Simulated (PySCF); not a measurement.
Consider carbon dioxide, `O=C=O` (CO2). Numbering: `[O:1]=[C:2]=[O:3]`

Computed at ωB97X-D3(BJ)/ma-def2-TZVP // PBE0-D3(BJ)/ma-def2-SVP with PySCF (density fitting, grid level 2). Zero-point and thermal terms (298.15 K, 1 bar) come from unscaled PBE0-D3(BJ)/ma-def2-SVP harmonic frequencies, with soft modes damped to free rotors in the entropy.

Q: What are the vertical and the adiabatic ionisation energy for forming the radical cation?

A: 13.90 eV vertical and 13.80 eV adiabatic, the latter with zero-point energy.

Q: Where does the unpaired spin of the relaxed radical cation sit?

A: O1 (carbonyl oxygen) 0.63, O3 (carbonyl oxygen) 0.63, C2 (carbonyl-type carbon) -0.25 (intrinsic atomic orbital populations).

Q: How far is −ε(HOMO) from the vertical value by ΔSCF?

A: −ε(HOMO) = 13.24 eV, which is 0.67 eV below the ΔSCF value.

Differences come from unrounded values, so a last digit can differ from that of the printed terms.

---

Consider `[CH]=N` (CH2N•, doublet). Atom numbers as in the mapped SMILES `[CH:1]=[NH:2]`.

Level of theory: ωB97X-D3(BJ)/ma-def2-TZVP single points in PySCF, grid level 2; every species was optimised with PBE0-D3(BJ)/ma-def2-SVP. Zero-point and thermal terms (298.15 K, 1 bar) come from unscaled PBE0-D3(BJ)/ma-def2-SVP harmonic frequencies, with soft modes damped to free rotors in the entropy.

(1) What are the vertical and the adiabatic ionisation energy for forming the singlet cation?

Answers

(1) 9.04 eV vertical and 7.03 eV adiabatic, the latter with zero-point energy.

---

Consider methoxy radical, `C[O]` (CH3O•, doublet). Numbering: `[CH3:1][O:2]`

Computed at PBE0-D3(BJ)/ma-def2-TZVP // PBE0-D3(BJ)/ma-def2-SVP with PySCF (density fitting, grid level 2). Thermal corrections: PBE0-D3(BJ)/ma-def2-SVP frequencies, unscaled, ideal gas at 298.15 K and 1 bar, quasi-RRHO entropy.

Q: What are the vertical and the adiabatic electron affinity for forming the singlet anion?

A: 1.18 eV vertical and 1.37 eV adiabatic, the latter with zero-point energy.

---

Consider `[CH2][S-]` ([CH2S]-•, doublet). Optimised structure (Å), atoms numbered from 1:
```
C    -0.1343    0.0074   -0.0148
S     1.5782   -0.0519    0.0087
H    -0.6803    0.9619   -0.0013
H    -0.7445   -0.9070   -0.0401
```

Level of theory: ωB97X-D3(BJ)/ma-def2-TZVP single points in PySCF, grid level 2; every species was optimised with PBE0-D3(BJ)/ma-def2-SVP. The prefix ma- adds one diffuse s and one diffuse p function on all atoms but H. Zero-point and thermal terms (298.15 K, 1 bar) come from unscaled PBE0-D3(BJ)/ma-def2-SVP harmonic frequencies, with soft modes damped to free rotors in the entropy.

What are the vertical and the adiabatic detachment energy for forming the singlet neutral?

0.84 eV vertical and 0.65 eV adiabatic, the latter with zero-point energy.
